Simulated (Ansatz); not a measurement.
# C₄H₄ (SMILES C#CC=C): single points off equilibrium

An exercise on one series of results from a longer session: the logs are not shown, and one member is left open.

Program: Ansatz 0.2.0, Gaussian basis. Level of theory: single points in def2-TZVPP. These are calculated values, not measurements.

Cores are frozen in the correlated methods. B3LYP uses VWN-RPA correlation.

## The starting structure

SMILES `C#CC=C`, 8 atoms, charge 0, spin multiplicity 1.

Atoms are counted from 1 here; the program's logs count them from 0.

Bond lengths: C1–C2 1.211 Å, C1–H5 1.074 Å, C2–C3 1.375 Å, C3–C4 1.361 Å, C3–H6 1.105 Å, C4–H7 1.098 Å, C4–H8 1.104 Å. Angles: C2–C1–H5 175.9°, C1–C2–C3 174.2°, C2–C3–C4 121.6°, C2–C3–H6 117.3°, C4–C3–H6 120.5°, C3–C4–H7 120.1°, C3–C4–H8 121.8°, H7–C4–H8 118.1°.

As a file:

```
atom    x (Å)    y (Å)    z (Å)
  C1  -1.0643   1.5561  -0.8848
  C2  -0.3407   0.7976  -0.2792
  C3   0.5891  -0.0003   0.3458
  C4   0.4326  -1.3502   0.4270
  H5  -1.7505   2.1687  -1.4392
  H6   1.3968   0.5057   0.9055
  H7   1.1471  -1.9529   1.0031
  H8  -0.4052  -1.8695  -0.0693
```

The first run:

File run/in.yaml:

```yaml
crystal:
  periodic: [false, false, false]
  atoms:
    - {symbol: C, position_ang: [-1.064300, 1.556100, -0.884800]}
    - {symbol: C, position_ang: [-0.340700, 0.797600, -0.279200]}
    - {symbol: C, position_ang: [0.589100, -0.000300, 0.345800]}
    - {symbol: C, position_ang: [0.432600, -1.350200, 0.427000]}
    - {symbol: H, position_ang: [-1.750500, 2.168700, -1.439200]}
    - {symbol: H, position_ang: [1.396800, 0.505700, 0.905500]}
    - {symbol: H, position_ang: [1.147100, -1.952900, 1.003100]}
    - {symbol: H, position_ang: [-0.405200, -1.869500, -0.069300]}
basis:
  gaussian: {orbitals: def2-TZVPP}
correlation: {method: ccsd_t}
output: {forces: true}
```

Started as:

```
> ansatz run in.yaml --threads 4 --pin off --events-out ev --progress --plain --max-ram 5222MiB
```

Steps of the session up to this table: CCSD(T)/def2-TZVPP; PBE0-D4/def2-TZVPP; wB97M-V/def2-TZVPP; r2SCAN-D4/def2-TZVPP; PBE-D4/def2-TZVPP; SPW92/def2-TZVPP; B3LYP-D4/def2-TZVPP.

One of the session's tables, all rows but one given; the rest of the session is left out.

```
   method  RMS force component (eV/Å)  angle to CCSD(T) forces (°)  dipole (D)
  CCSD(T)                       0.781                    reference        0.35
  PBE0-D4                       0.806                         23.7        0.41
  wB97M-V                       1.028                         25.8        0.42
r2SCAN-D4                       0.671                         17.3        0.38
   PBE-D4                       0.558                         14.3        0.36
    SPW92                           ?                            ?           ?
 B3LYP-D4                       0.797                         21.7        0.39
```

**Question.** Estimate the row for SPW92.

The run gave: RMS force component (eV/Å): 0.549; angle to CCSD(T) forces (°): 33.3; dipole (D): 0.37. In the column «RMS force component (eV/Å)» it is the lowest.
